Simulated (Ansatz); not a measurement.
Basis-set extrapolation for C₅H₁₂S, SMILES `CCC(C)CS` (PBE0-D4/def2-TZVP geometry, frozen core, Ansatz). Multiplicity 1, RHF reference.

```
                      def2-TZVPP   def2-QZVPP
                 HF  -593.944877  -593.965509
    MP2 correlation    -1.065788    -1.136227
CCSD(T) correlation    -1.184822      not run
```

Energies in hartree. Use E(X) = E(∞) + A·exp(−7.88·√X) for Hartree–Fock and E(X) = E(∞) + B·X^(−2.97) for correlation, with X = 3 and 4, and add CCSD(T) minus MP2 of the smaller set to the MP2 limit.

**Question.** What is the CCSD(T) energy at the basis-set limit?

**Answer.** HF limit: -593.965509 + (-0.020632) × 0.13774 = -593.96835. MP2 limit: -1.136227 + (-0.070439) × 0.74074 = -1.18840. Higher-order term: -1.184822 − (-1.065788) = -0.11903. Total: -595.27578 hartree, 91.7 kcal/mol below CCSD(T)/def2-TZVPP.
